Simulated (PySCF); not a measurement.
C₂H₅O, SMILES CC[O] (connectivity only; charge and spin as stated), charge -1, multiplicity 1. Geometry optimised at ωB97X-D3(BJ)/def2-SVPD. The spin state was assumed, not searched. The isomer is the one that the SMILES or the coordinates give; other isomers of the formula were not compared.

Calculation: ωB97X-D3(BJ)/def2-SVPD (PySCF 2.14.0).

Harmonic wavenumbers (cm⁻¹): 273, 434, 778, 855, 1050, 1166, 1227, 1269, 1323, 1380, 1437, 1455, 1475, 2592, 2646, 2979, 3070, 3100. Rotational constants (GHz): 38.32, 9.640, 8.535; symmetry number 1.

Question: Work out the zero-point energy and the ideal-gas rigid-rotor harmonic-oscillator thermochemistry at 298.15 K and 1 atm.

Answer: ZPE = ½ Σ hcν = ½ × 28511 cm⁻¹ = 170.54 kJ/mol. H − E(el) = 183.07 kJ/mol. Entropy in J/(mol K): translation 156.24, rotation 92.67, vibration 12.96, total 261.87. G − E(el) = 104.99 kJ/mol. Cp = 57.49 J/(mol K).
